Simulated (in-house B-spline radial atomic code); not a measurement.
RPA and G0W0 on BLYP: neutral xenon

Configuration [Kr] 4d10 5s2 5p6, mean-field start BLYP. Computed with an all-electron radial atomic-structure program (B-spline basis): all electrons, scalar-relativistic (spin-free one-electron X2C), finite nucleus, each spin shell either full or empty, empty states to l = 9 with an (l + 1/2)⁻⁴ tail; G0W0 by contour deformation at full frequency.

Spin-orbit coupling, left out, splits p levels strongly here.

Command:
```bash
python run_gw.py task.json out
```
Settings (radii: box in bohr, nucleus in fm):
```
Z                        54
electrons                54
configuration            [Kr] 4d10 5s2 5p6
hamiltonian              x2c
method                   b88,lyp
lmax                     9
rms_radius               4.7859
spin_polarised           False
box_radius               40
intervals                72
```

Run time, properties included: 6.7 s on 1 thread of Arm Neoverse N1, with other jobs on the host.

Energies (hartree):

```tsv
term	value
mean-field total	-7446.81910
Hartree-Fock functional on these orbitals	-7443.53163
direct second order	-4.9036
second-order exchange	1.3287
SOSEX correction	1.2308
```

What is the RPA correlation energy, and what remains with SOSEX?

RPA gives -4.2517 hartree (-2.14 eV per electron); RPA + SOSEX gives -3.0208, and the second-order doubles -3.5749 hartree (no singles). SOSEX takes back 29 % of the RPA value.

Quasi-particle levels (eV):

| level | occupied | mean field | Σx - vxc | Σc | QP weight | G0W0 |
| --- | --- | --- | --- | --- | --- | --- |
| 5p | yes | -8.055 | -4.25 | ? | ? | ? |
| 6s | no | -0.605 | 1.60 | -0.48 | 0.976 | 0.522 |

G0W0 = mean field + (Σx - vxc) + Σc, with Σc (partial-wave tail included) taken at the quasi-particle energy. Only the outer levels were computed. Levels of low weight are left out. An empty level above zero is unbound and depends on the box.

Where does G0W0 put 5p?

At -12.363 eV, with Σc = -0.06 eV and a quasi-particle weight of 0.832. The tabulated removal energy is 12.130 eV (NIST, measured); the calculation leaves out spin-orbit coupling, Breit and QED terms, and what these don't explain is the method's own error.
